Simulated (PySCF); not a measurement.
Molecular orbitals of Cl2

r²SCAN at R = 2.000 Å; PySCF, no relativity, basis sets Cl cc-pV(D+d)Z. State: ¹Σg⁺ (singlet), closed shell. Only the outer orbitals are listed.

```json
{"orbital": "σg", "occ.": "2", "ε (eV)": "-24.53", "main shells (%)": "91 s, 8 p"}
{"orbital": "σu", "occ.": "2", "ε (eV)": "-19.96", "main shells (%)": "97 s"}
{"orbital": "σg", "occ.": "2", "ε (eV)": "-12.42", "main shells (%)": "90 p, 9 s"}
{"orbital": "πu", "occ.": "2", "ε (eV)": "-10.34", "main shells (%)": "99 p"}
{"orbital": "πu", "occ.": "2", "ε (eV)": "-10.34", "main shells (%)": "99 p"}
{"orbital": "πg", "occ.": "2", "ε (eV)": "-7.59", "main shells (%)": "100 p"}
{"orbital": "πg", "occ.": "2", "ε (eV)": "-7.59", "main shells (%)": "100 p"}
{"orbital": "σu", "occ.": "0", "ε (eV)": "-4.23", "main shells (%)": "95 p"}
{"orbital": "σg", "occ.": "0", "ε (eV)": "9.43", "main shells (%)": "75 d, 24 p"}
{"orbital": "πu", "occ.": "0", "ε (eV)": "11.55", "main shells (%)": "93 d"}
```

Question: Which are the highest filled and the lowest empty level, where do they sit, and how wide is the gap?

Answer: Highest filled πg at -7.59 eV (in %: 100 p); lowest empty σu at -4.23 eV (in %: 95 p); the gap at r²SCAN is 3.36 eV.

The bond order (Mayer) is 1.04 and the ⟨S²⟩ is 0.000.
